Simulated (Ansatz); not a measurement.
Results of r²SCAN+rVV10 (PAW; Ansatz, a program for electronic structure) for bcc W.

From the output:

```
Crystal: 1 atoms, lattice volume = 15.163 Å³
Basis set: ecut = 560 eV, 459 PW (Γ), exchange–correlation on 72×72×72 points (27 copies of the dense FFT grid, shifted against one another)
Bands: 11, of which v1, the nominal top of the filled ones, is band 7 counted from 1 (6 counted from 0)
Symmetry: 48 space group operations
Space group: Im-3m (ITA 229), of the structure as read, at distance tolerance 2.5e-5 Å
k-points: 413 of 13824
Functional: x = r2scan, c = r2scan + rvv10(b = 11.95, C = 0.0093); τ floored in thin density (d = 2e-4 eV/Å³)
SCF iter   1: F=—  HF=-10394.479331 eV  |F-HF|=—  |Δ(HF+E_count)|=         —  Δρ=6.05e-3  dr2=1.41e-3  dr2_τ=5.68e-2
SCF iter   2: F=—  HF=-10394.500923 eV  |F-HF|=—  |Δ(HF+E_count)|=   2.16e-2  Δρ=3.70e-3  dr2=4.61e-4  dr2_τ=1.39e-4
  ...
SCF iter   6: F=—  HF=-10394.501487 eV  |F-HF|=—  |Δ(HF+E_count)|=   2.17e-8  Δρ=2.61e-6  dr2=2.98e-10  dr2_τ=3.69e-11
SCF iter   7: F=-10394.501487 eV  HF=-10394.501487 eV  |F-HF|=2.36e-11  |Δ(HF+E_count)|=  2.13e-10  Δρ=5.01e-7  dr2=1.10e-11  dr2_τ=2.04e-12
SCF 1 converged in 7 iterations: F = -10394.501487 eV  dr2 = 1.10e-11
SCF converged after 7 iterations
Free energy (F): -10394.501487 eV
Internal energy: -10394.498636 eV  (E = F + TS)
E sigma→0 (E₀):  -10394.500062 eV
Fermi energy:    23.658185 eV
--- Stress (GPa, compression-positive) ---
       14.443532       0.000000       0.000000
       -0.000000      14.443532      -0.000000
       -0.000000       0.000000      14.443532
  P = ⅓ Tr σ = 14.4435 GPa (144.435 kbar)
```

Question: Write an input file that could have produced this run (the log leaves some choices open).

Answer: Several could match; the one computed here: 
Ansatz 0.2 input:
```yaml
crystal:
  lattice:
    - [-1.5592272301, 1.5592272301, 1.5592272301]
    - [1.5592272301, -1.5592272301, 1.5592272301]
    - [1.5592272301, 1.5592272301, -1.5592272301]
  atoms:
    - { symbol: W, position: [0.0, 0.0, 0.0] }
basis:
  ecutwfc: 560
  ecutrho_ratio: 4
  xc_grid: 3
kpoints:
  mp_grid: { grid: [24, 24, 24] }
hamiltonian:
  xc: r2scan
  dispersion: rvv10
  pseudopotentials: { kind: paw }
scf:
  occupations: { method: fermi_dirac, width: 0.05 }
  convergence: { dr2_threshold: 0.0000000001 }
output:
  forces: false
  stress: true
  eigenvalues: true
```

The cell is one volume of an energy–volume scan, off the minimum.

The PAW data were made under PBE.

Cost on a shared machine: very roughly 10 core-seconds.
